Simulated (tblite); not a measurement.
Species: C4H7O2 (doublet state).
Atom-mapped SMILES: `[CH3:1][CH:2][C:3](=[O:4])[O:5][CH3:6]` (hydrogens: H7, H8, H9 on C1; H10 on C2; H11, H12, H13 on C6)

Geometry (GFN2-xTB, Å), atoms numbered from 1 in this order:
```xyz
13
C4H7O2 angstrom
C     -2.3614   -0.1225    0.0922
C     -1.0546   -0.4199    0.6901
C      0.1500    0.1061    0.1321
O      0.2263    0.8237   -0.8514
O      1.2467   -0.2898    0.8355
C      2.4859    0.1885    0.3486
H     -3.0142    0.3685    0.8189
H     -2.8709   -1.0451   -0.1987
H     -2.2338    0.5169   -0.7783
H     -0.9802   -1.0441    1.5655
H      3.2494   -0.2129    1.0104
H      2.5036    1.2812    0.3591
H      2.6488   -0.1504   -0.6776
```

All values are computed: GFN2-xTB (tblite) harmonic vibrations without scaling, gas phase. This tight-binding method is rough: wavenumbers can miss measured ones by several per cent, in bad cases by 10 to 20. One conformer, not necessarily the lowest. Open shells enter through the occupations alone, without spin polarisation, and single modes of such species can be off by tens of per cent.

Harmonic wavenumbers (cm⁻¹): 72.7, 104.7, 119.7, 187.8, 205.0, 298.9, 451.7, 557.1, 648.6, 689.8, 876.6, 953.0, 1015.6, 1060.7, 1124.7, 1125.5, 1152.4, 1166.1, 1357.8, 1375.4, 1388.7, 1424.6, 1441.4, 1455.1, 1466.0, 1645.0, 2936.3, 2960.5, 2966.1, 2975.9, 3038.8, 3046.3, 3109.1.

A = 10135, B = 2193, C = 1844 MHz; mass 87.045 u (most abundant isotopes); point group Cs, symmetry number 1; spin multiplicity 2.

Task: Zero-point energy?

Result: ½Σν̃ = 22199 cm⁻¹ = 265.56 kJ/mol.

Task: Give the ideal-gas entropy at 350 K and 1 bar in the rigid-rotor, harmonic-oscillator model (classical rotation).

Result: Translation 167.89, rotation 112.72, vibration 93.52, spin (R ln 2) 5.76: S = 379.9 J/(mol K).

Task: And Cp and H(350 K) − H(0)?

Result: Cp = 125.21 J/(mol K), of which vibrations give 91.96 (their classical limit is 33 R = 274.4); H(350 K) − H(0) = 28.59 kJ/mol without the zero-point energy, 16.95 from vibrations.

Task: What must be added to the electronic energy to get the Gibbs energy at 350 K and 1 bar?

Result: ZPE + [H(350 K) − H(0)] − T·S = 265.56 + 28.59 − 132.96 = 161.19 kJ/mol.

Task: Which modes carry the vibrational entropy at 350 K?

Result: 72.7 cm⁻¹: 18.39; 104.7 cm⁻¹: 15.39; 119.7 cm⁻¹: 14.29; 187.8 cm⁻¹: 10.67; 205.0 cm⁻¹: 9.98; 298.9 cm⁻¹: 7.11 J/(mol K); the other 27 give 17.69 together.

Hindered rotation and anharmonicity are outside this model. Other conformers, if any are populated, would add a mixing term that is left out.

Hardware: an Arm Neoverse V2 with one thread, shared host with 96 logical CPUs at a one-minute load of 29. Cost: 0.19 s wall. The figure is for the frequency step alone.
